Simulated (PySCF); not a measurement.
# CH3Cl: the cost of one run

Computed with PySCF 2.14.0, with density-fitted response routines of our own, on a single molecule in the gas phase. Atoms count from 0, in the outputs and in this text.

### Step 1. The molecule as given

5 atoms, charge 0, multiplicity 1; geometry from: MMFF94s.

Bonds of the start (Å): C0–Cl1 1.77, C0–H2 1.09, C0–H3 1.09, C0–H4 1.09.

### Step 2. Relaxing the molecule at PBE0-D3(BJ)/def2-SVP

What the job is given:

```
{"job": {"xc": "PBE0", "basis": "def2-SVP", "d3": "d3bj", "grid": 1, "kind": "geom"}, "charge": 0, "multiplicity": 1}
C     -0.138928    -0.007421    -0.003606
Cl     1.624930     0.086799     0.042177
H     -0.440747    -0.649274    -0.834168
H     -0.498676    -0.426302     0.938743
H     -0.546580     0.996198    -0.143147
```

Run with:

```console
$ OMP_NUM_THREADS=1 python probes_run.py task.json out
```

This one command runs all jobs of the session in turn.

**Question.** How long does this first job take on 1 thread of Arm Neoverse V1, shared host, and how much memory does it need?

About 1.8 s, with a peak of 0.26 GiB.
